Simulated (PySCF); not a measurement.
Gas-phase reaction: 2 BH3 + 3 C4H10 (isobutane) → 2 B(CH3)3 + 3 C2H6

Method: PySCF energies plus ideal-gas RRHO corrections (1 bar). † marks an energy on the PBE0/def2-TZVP geometry and frequencies; other levels use their own. MP2 freezes the core. 6-31G* has spherical d functions here. All species are closed-shell singlets. Methyl groups turn as free rotors in B(CH3)3. MP2 isn't extrapolated to the basis-set limit; its ΔH°(298 K) is -257.9 kJ in def2-SVP and -272.2 kJ in def2-TZVPP. The harmonic model lacks anharmonicity and excited electronic states, which grow with temperature; levels with a mode under 35 cm⁻¹ are left out. Internal rotation in C4H10 (isobutane), C2H6 is treated as a harmonic vibration of one conformer, which makes the entropy rough.

```
level               ΔE electronic, kJ  ΔH°(298 K), kJ  ΔS°(298 K), J/K  ΔG°(1800 K), kJ
------------------  -----------------  --------------  ---------------  ---------------
BLYP/def2-TZVP†                  -329            -325               63             -401
HF/6-31G*                        -247            -244               67             -328
M06-2X/def2-TZVP†                -286            -282               63             -358
MP2/def2-SVP†                    -262            -258               63             -334
MP2/def2-TZVPP†                  -276            -272               63             -348
PBE/def2-TZVP†                   -333            -329               63             -405
PBE0/def2-SVP†                   -318            -315               63             -390
PBE0/def2-TZVP                   -320            -317               63             -392
ωB97M-V/def2-TZVP†               -299            -296               63             -371
```
ΔH° is lowest at PBE/def2-TZVP† and highest at HF/6-31G*. No reference value is set beside these.
